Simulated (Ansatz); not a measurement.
Two shapes of singlet C₄H₄S.

Shape 1:

```xyz
9

S     0.0173    0.0127    1.2345
C     0.0123    1.2835   -0.0014
C     0.0243   -1.2787   -0.0046
C    -0.0442    0.7288   -1.2533
C    -0.0282   -0.7205   -1.3099
H    -0.0312    2.2681    0.3292
H     0.0128   -2.3308    0.2840
H    -0.0138    1.3308   -2.1240
H    -0.0149   -1.3732   -2.1729
```

Shape 2:

```xyz
9

S     0.0297    0.0358    1.2139
C     0.0110    1.2806   -0.0346
C     0.0214   -1.2894   -0.0361
C    -0.0133    0.7372   -1.2441
C    -0.0417   -0.7239   -1.2796
H    -0.0440    2.2576    0.3580
H     0.0099   -2.3528    0.3089
H    -0.0187    1.3448   -2.0941
H     0.0021   -1.3492   -2.1574
```

Basis set: 6-31G (spherical functions). Frozen core: 9 orbitals. Charge 0, multiplicity 1.

Computed with Ansatz (development build ahead of 0.2.0); each method stands on the lowest determinant of its kind that the runs found.

Which shape is lower in energy, and by how much in each method?

```json
{"method": "RHF", "E(2) − E(1) (eV)": "-0.034"}
{"method": "RHF-MP2", "E(2) − E(1) (eV)": "0.128"}
```

The methods disagree on the order.
